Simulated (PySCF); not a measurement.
## One molecule, many inputs

Molecule: propiolic acid, C3H2O2; geometry GFN2-xTB.

Bonds (- single, = double, # triple, : aromatic): C1#C2 1.199 Å, C2-C3 1.442 Å, C3=O4 1.202 Å, C3-O5 1.338 Å. C1 carries H6; O5 carries H7.

All runs: PySCF, non-relativistic, gas phase unless a solvent (IEF-PCM) is named; grid level 2, GIAOs and SCF threshold 1e-9 unless changed. The yardstick, PBE0/pcSseg-1, gives these isotropic shieldings σ (ppm, equivalent atoms averaged): C3 29.7, C1 102.4, C2 109.0, O4 -124.8, O5 118.5, H7 25.33, H6 29.36.

(1) What do these inputs give? (1) B97-2/pcSseg-1; damp 0.2; guess huckel; (2) PBE0/pcSseg-1; (3) BLYP/pcSseg-1; (4) LC-wPBE/pcSseg-0; (5) PBE/6-311G**; max_cycle 79; scale 1.89; charge 2; altered: scale 1.89, charge 2

(2) Comment on the technical settings and failures.

## Answers

(1) 
```
run        outcome  functions  wall time    C3     C1     C2      O4     O5     H7     H6
  1      converged         95      4.4 s  31.9  104.7  111.0  -114.6  120.0  25.47  29.47
  2      converged         95      3.9 s  29.7  102.4  109.0  -124.8  118.5  25.33  29.36
  3      converged         95      6.3 s  24.0   99.7  101.9  -122.9  104.0  25.65  29.69
  4      converged         49        3 s  26.3  106.6  112.9  -151.9  132.6  27.64  30.50
  5  not converged        102       15 s     –      –      –       –      –      –      –
```

Times are on 1 thread of an Arm Neoverse V2, shared host.

(2) 
- Run 1: The functional differs from the yardstick's, which in itself moves the values. The starting guess, damping change the path of the SCF (20 cycles), not the solution, provided the same state is reached.
- Run 5: Charge 2 and multiplicity 1 describe another species than the intended molecule, on its geometry. All coordinates were scaled by 1.89, as happens with a wrong length unit (bohr read as Å or the reverse). The SCF stopped after 79 cycles without meeting its threshold and the cycle limit at 79, so no response property followed.

Run 5 was set up unsoundly or failed; its numbers aren't to be quoted as properties of the molecule.
